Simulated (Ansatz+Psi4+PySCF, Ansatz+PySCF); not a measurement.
Two shapes of doublet CH3O.

Shape 1:

```xyz
5

C    -0.0130   -0.5784   -0.0040
O    -0.0156    0.8023   -0.0066
H     1.0509   -0.8617   -0.0054
H    -0.4714   -1.0130    0.9003
H    -0.4671   -1.0144   -0.9035
```

Shape 2:

```xyz
5

C     0.0010   -0.5890    0.0000
O     0.0010    0.7970    0.0000
H     1.0167   -0.8585    0.0000
H    -0.4577   -1.0069    0.9033
H    -0.4577   -1.0069   -0.9033
```

Basis set: cc-pVTZ (spherical functions). Correlated methods keep 2 orbitals frozen. Correlation on ROHF uses semicanonical orbitals with singles. Charge 0, multiplicity 2.

Computed with Ansatz (development build ahead of 0.2.0) and Psi4 1.11; each method stands on the lowest determinant of its kind that the runs found.

Question: Which shape is lower in energy, and by how much in each method?

Answer:

```csv
method,E(2) − E(1) (eV)
ROHF,0.014
ROHF-MP2,0.034
UHF-MP2,0.035
UHF-CCSD,0.039
ROHF-CCSD(T),0.044
```

Shape 1 is lower.
